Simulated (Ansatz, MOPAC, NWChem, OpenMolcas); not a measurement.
## [SiH3]− (SMILES [SiH3-]): methods side by side

[SiH3]−, singlet, SMILES `[SiH3-]`. Each level relaxes the structure for itself.

Each level gives the highest harmonic wavenumber at each level's own minimum (cm⁻¹). The values are calculated.

| level | kind | program | value (cm⁻¹) |
| --- | --- | --- | --- |
| MNDO | semi-empirical | MOPAC | 2210 |
| PM3 | semi-empirical | MOPAC | 1959 |
| PM6-D3 | semi-empirical | MOPAC | 2028 |
| PM6-DH+ | semi-empirical | MOPAC | 2028 |
| HF/3-21G | Hartree–Fock | OpenMolcas | 1929 |
| HF/6-31G* (Cartesian functions) | Hartree–Fock | OpenMolcas | 2031 |
| HF/pc-1 | Hartree–Fock | OpenMolcas | 2005 |
| HF/cc-pVTZ | Hartree–Fock | OpenMolcas | 1973 |
| PBE0-D3(BJ)/def2-SVP | global hybrid | NWChem | 1902 |
| PBE0-D4/def2-TZVPD | global hybrid | Ansatz | 1909 |

Harmonic and unscaled. Sets without diffuse functions describe the anion poorly. The values span 1902 to 2210 cm⁻¹.
